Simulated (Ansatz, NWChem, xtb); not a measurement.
# Loss of CH4: C2H7N → CH3N + CH4

Species: C2H7N (dimethylamine) `CNC`, singlet; CH3N (methanimine) `C=N`, singlet; CH4 (methane) `C`, singlet. 

Shapes, held fixed at every level: PBE0-D4/def2-TZVP. Programs: Ansatz 0.2.0, NWChem 7.3.0, xtb 6.7.1. The zero-point and thermal change to 298 K, harmonic and unscaled (PBE0-D4/def2-TZVP), is -14.2 kJ/mol.

**What was measured.** Tabulated heats of formation (Active Thermochemical Tables): C2H7N -15.9; CH3N +88.7; CH4 -74.5 kJ/mol, which give ΔH(298 K) = +30.1 kJ/mol.

| level | kind | ΔH (kJ/mol) | computed − measured |
| --- | --- | --- | --- |
| GFN2-xTB | semi-empirical | +101.8 | +71.7 |
| HF/def2-SVP | Hartree–Fock | +29.5 | -0.6 |
| PBE-D4/def2-TZVPP | GGA | +39.0 | +8.9 |
| B3LYP-D4/def2-TZVPP | global hybrid | +27.4 | -2.7 |
| BHLYP-D4/def2-TZVPP | global hybrid | +38.8 | +8.7 |
| PBE0-D4/def2-TZVPP | global hybrid | +50.3 | +20.3 |
| wB97M-V/def2-TZVPP | range-separated hybrid | +35.7 | +5.6 |
| CCSD/def2-TZVPP | coupled cluster or CI | +29.1 | -1.0 |
| CCSD(T)/CBS estimate | coupled cluster or CI | +31.8 | +1.8 |

Nearest: HF/def2-SVP (-0.6); farthest: GFN2-xTB (+71.7). 7 of 9 levels lie within 10 kJ/mol. The CBS estimate extrapolates MP2 from def2-TZVPP and def2-QZVPP and adds CCSD(T) − MP2 in the triple-zeta set, cores frozen.
